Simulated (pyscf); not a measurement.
Optimised with ωB97X-D3(BJ)/def2-SVP in PySCF.

Problem. For H₂As–AsH₂ + H₂O → HO–AsH₂ + AsH₃, a four-centre exchange (singlet surface; As–As, H–O broken, As–O, As–H formed), PBE/def2-TZVP gives ΔE‡ = 42.5 kcal/mol and ΔE = +14.9 kcal/mol (zero: the separated reactants). In which direction and how far do r²SCAN/def2-TZVP, B3LYP-D3(BJ)/def2-TZVP, ωB97M-D3(BJ)/def2-TZVP move these?

Solution. r²SCAN: ΔE‡ = 46.3 kcal/mol, ΔE = +14.7 kcal/mol; B3LYP-D3(BJ): ΔE‡ = 47.2 kcal/mol, ΔE = +14.5 kcal/mol; ωB97M-D3(BJ): ΔE‡ = 50.3 kcal/mol, ΔE = +13.3 kcal/mol. PBE's barrier lies under all of them, by 3.8 to 7.8 kcal/mol. Its reaction energy matches one of them and lies within 1.6 kcal/mol of the others. Low barriers are usual for a GGA, whose delocalisation error favours stretched bonds. This is the saddle that the search found; another between the same sides may lie lower. Elements up to Kr have no core potential and no relativistic terms here.
